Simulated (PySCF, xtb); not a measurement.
# Relative energy of two isomers of ClHOSi

We compare X, `O[Si]Cl`, a singlet, with Y, `O=[SiH]Cl`, a singlet. Both are isolated molecules in the gas phase, relaxed with BLYP-D3(BJ)/def2-SVP; the shapes shown needn't be the lowest conformers.

X (Å):

```json
{"atom": "Cl", "x (Å)": "-0.9473", "y (Å)": "-1.3830", "z (Å)": "-0.2576"}
{"atom": "O", "x (Å)": "0.6809", "y (Å)": "0.9631", "z (Å)": "-0.8468"}
{"atom": "Si", "x (Å)": "0.9754", "y (Å)": "-0.7015", "z (Å)": "-0.8606"}
{"atom": "H", "x (Å)": "1.4645", "y (Å)": "1.4911", "z (Å)": "-1.1032"}
```

Y (Å):

```tsv
atom	x (Å)	y (Å)	z (Å)
Cl	-0.6345	-1.7084	0.1644
O	-0.6564	1.4972	-0.1396
Si	0.0073	0.2335	0.4550
H	1.2116	0.1900	1.3324
```

Quicker runs give these differences E(Y) − E(X): GFN2-xTB −33.6 kcal/mol; HF/STO-3G +44.5 kcal/mol (at GFN2-xTB geometries); r2SCAN-D4/def2-SVP +11.1 kcal/mol (at GFN2-xTB geometries).

Task: Estimate which is lower in electronic energy at CCSD(T)/def2-TZVP, and by roughly how much.

Result: The CCSD(T)/def2-TZVP calculation puts structure X lower, by 9.8 kcal/mol.

Level by level:

| level | geometry | E(Y) − E(X) (kcal/mol) | departure from the last row (kcal/mol) | job, with rough time for the two |
| --- | --- | --- | --- | --- |
| GFN2-xTB | GFN2-xTB | −33.6 | −43.4 | optimisation, 0.11 s |
| HF/STO-3G | GFN2-xTB | +44.5 | +34.8 | single point, 1.1 s |
| r2SCAN-D4/def2-SVP | GFN2-xTB | +11.1 | +1.3 | single point, 5.6 s |
| BLYP-D3(BJ)/def2-SVP | BLYP-D3(BJ)/def2-SVP | +11.8 | +2.0 | optimisation, 26 s |
| HF/def2-TZVP | BLYP-D3(BJ)/def2-SVP | +14.9 | +5.1 | part of the CCSD(T) run |
| MP2/def2-TZVP | BLYP-D3(BJ)/def2-SVP | +5.8 | −3.9 | part of the CCSD(T) run |
| CCSD(T)/def2-TZVP | BLYP-D3(BJ)/def2-SVP | +9.8 |  | single point, 51 s |

As drawn, Y has 1 O=Si, 1 Si–H in place of 1 O–Si, 1 O–H.

GFN2-xTB puts the two in the other order. The largest departure from CCSD(T)/def2-TZVP is that of GFN2-xTB, 43.4 kcal/mol.

With thermal terms from frequencies at re-optimised GFN2-xTB minima (ideal gas, soft modes damped towards free rotors, one conformer each, 298.15 K, 1 atm): on the last row, ΔE + ΔZPE = +9.1, ΔH = +9.0, ΔG = +9.3 kcal/mol.

The correlated steps freeze 11 core orbitals. Codes used: PySCF 2.14.0, xtb 6.7.1; the last row on 2 threads of Arm Neoverse V2 on a shared host.
